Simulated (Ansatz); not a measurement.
SiH₄⁻. Charge -1, multiplicity 2. Geometry PBE0-D4/def2-TZVP, that of the neutral singlet.

| atom | x (Å) | y (Å) | z (Å) |
| --- | --- | --- | --- |
| Si1 | 0.0000 | 0.0000 | 0.0000 |
| H2 | 0.0259 | -0.1481 | -1.4770 |
| H3 | 1.1488 | -0.7315 | 0.5909 |
| H4 | -1.2687 | -0.5589 | 0.5312 |
| H5 | 0.0939 | 1.4385 | 0.3549 |

At PBE-D4/def2-TZVPD, r2SCAN-D4/def2-TZVPD, PBE0-D4/def2-TZVPD the highest occupied level of the charge -1 doublet lies above zero (up to 2.85 eV). By energy differences it is unbound by 1.29 eV (vertical, against the charge 0 singlet, at PBE-D4/def2-TZVPD) and held by the finite basis.

(1) Estimate the α-spin orbital energies around the gap (eV) in Ansatz with PBE-D4/def2-TZVPD, r2SCAN-D4/def2-TZVPD, PBE0-D4/def2-TZVPD.

Results:

(1) 
```tsv
orbital	PBE-D4/def2-TZVPD	r2SCAN-D4/def2-TZVPD	PBE0-D4/def2-TZVPD
HOMO−5	-89.21	-91.47	-94.70
HOMO−4	-8.84	-9.39	-10.72
HOMO−3	-3.96	-4.34	-5.30
HOMO−2	-3.96	-4.34	-5.30
HOMO−1	-3.96	-4.34	-5.30
HOMO	2.85	2.84	2.52
LUMO	3.98	4.18	4.67
LUMO+1	3.98	4.18	4.67
LUMO+2	3.98	4.18	4.67
LUMO+3	4.71	4.97	5.27
LUMO+4	4.71	4.97	5.27
LUMO+5	5.18	5.34	5.68
β HOMO	-3.88	-4.28	-5.24
β LUMO	3.37	4.17	3.87
```
